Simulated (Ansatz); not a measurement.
Density of states of Ru (P6_3/mmc, a = 2.702 Å, b = 2.702 Å, c = 4.266 Å, α = 90.00°, β = 90.00°, γ = 120.00°), in states per eV and primitive cell, averaged over bins of 0.5 eV. All numbers below come from DFT r2SCAN, scalar-relativistic, plane waves, PAW (Ansatz 0.2.0).

Plane waves to 500 eV, a k mesh through Γ of 18×18×10 on the computed 2-atom cell and Gaussian smearing (0.10 eV); no spin polarisation.

The cell is relaxed at this level. The states (both spins) are summed by tetrahedra on a 27×27×15 mesh at the self-consistent density. Energies are bin centres; the table starts no lower than −8 eV and ends at 6 eV, or lower where the solved bands end.

It is a metal at this level.

```tsv
E − E_F (eV)	total	Ru 4d	Ru 5s	Ru 4p	Ru 4s
-7.80	0.09	0.00	0.08	0.00	0.01
-7.30	0.14	0.00	0.12	0.00	0.01
-6.80	0.29	0.09	0.18	0.00	0.02
-6.30	1.88	1.43	0.41	0.01	0.03
-5.80	3.06	2.56	0.44	0.02	0.02
-5.30	2.33	2.03	0.26	0.02	0.01
-4.80	2.42	2.20	0.19	0.02	0.00
-4.30	2.37	2.20	0.13	0.02	0.00
-3.80	2.39	2.19	0.15	0.02	0.00
-3.30	2.12	2.00	0.08	0.01	0.00
-2.80	2.95	2.77	0.13	0.02	0.00
-2.30	3.14	2.95	0.14	0.01	0.00
-1.80	2.99	2.76	0.16	0.02	0.00
-1.30	2.30	2.10	0.13	0.01	0.00
-0.80	1.79	1.62	0.10	0.01	0.00
-0.30	1.63	1.51	0.07	0.00	0.00
0.20	1.56	1.47	0.05	0.00	0.00
0.70	1.97	1.88	0.06	0.00	0.00
1.20	2.98	2.87	0.09	0.00	0.00
1.70	3.46	3.32	0.11	0.00	0.00
2.20	0.55	0.37	0.15	0.00	0.00
2.70	0.48	0.25	0.17	0.00	0.00
3.20	0.48	0.21	0.19	0.00	0.00
3.70	0.48	0.17	0.21	0.00	0.01
4.20	0.48	0.14	0.21	0.00	0.01
4.70	0.44	0.10	0.19	0.00	0.01
5.20	0.42	0.08	0.18	0.00	0.01
5.70	0.40	0.06	0.16	0.00	0.01
```

The columns after the total are the Löwdin projections on the occupied valence shells of the potentials. The rest of the total lies in shells that are empty in the free atom, which aren't projected, and between the atoms.